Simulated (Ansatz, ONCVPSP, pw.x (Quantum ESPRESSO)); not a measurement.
From atom to crystal: ONCV potential for V

```json
{
 "Element": "V",
 "Generator": "ONCVPSP 4.0.1",
 "Type": "optimised norm-conserving Vanderbilt (ONCV)",
 "Functional": "PBE",
 "Relativity": "scalar-relativistic",
 "Frozen core": "[Ar]",
 "Valence charge": "5",
 "Reference configuration": "3d4 4s1",
 "Partial waves": "4s: rc 3.15 bohr, ncon 4, nbas 8, qcut 1.9 1/bohr, 2 projectors, debl 0.8 Ha; p scattering state at 0.46 Ha: rc 2.50 bohr, ncon 4, nbas 7, qcut 3.1 1/bohr, 2 projectors, debl 2.5 Ha; 3d: rc 1.60 bohr, ncon 4, nbas 9, qcut 7.8 1/bohr, 2 projectors, debl 1.1 Ha",
 "Local potential": "polynomial inside 1.50 bohr (lpopt 2, dvloc0 5 Ha)",
 "Core correction": "Teter function, fcfact 1.75, rcfact 1.45"
}
```

Crystal test: bcc V in pw.x 7.5, no spin, 15³ k-points, Fermi–Dirac smearing 0.01 Ry, cutoffs 165/660 Ry. The reference is all-electron LAPW (Ansatz 0.2.0) with the same functional, mesh and smearing; V0 and B0 come from Birch–Murnaghan fits to the pressures at five volumes. Errors are pseudo minus all-electron; Δ is the rms difference of the E(V) curves that follow from these fits, minima aligned, over ±6 % about the mean V0. Mesh and smearing are coarse, so the numbers serve the comparison and aren't converged zero-temperature values; the lattice is a test structure that the element need not adopt.

```csv
V (Å³/atom),P all-electron (GPa),P pseudo (GPa)
12.758,11.27,6.32
13.093,5.78,1.46
13.429,0.92,-2.88
13.765,-3.39,-6.74
14.100,-7.21,-10.17
```

All-electron: a0 = 3.000 Å (V0 = 13.50 Å³/atom), B0 = 179.4 GPa.

Pseudopotential: mean pressure error (GPa): -3.87; a0 (Å): 2.978; a0 error (%): -0.73; B0 error (%): -3.1; Δ (meV/atom): 11.6. The largest radius (3.15 bohr) exceeds half the bond length (2.45 bohr), so the spheres overlap, which is one possible source of error among others. This is a poor potential for the solid. Atomic configuration tests: 1 of 4 tests not solved or not reliable.

**Question.** At the middle volume, how do free energy and pressure move when the wave cutoff is lowered (ecutrho kept at four times it)?

**Answer.**

```
cutoff (Ry)  shift of F (meV/atom)  shift of P (GPa)
         74                  +13.1             -0.18
         99                   +7.0             +0.12
        132                   +2.5             +0.16
```

The 8 pw.x runs together took about 4 min on one core of a shared server CPU.
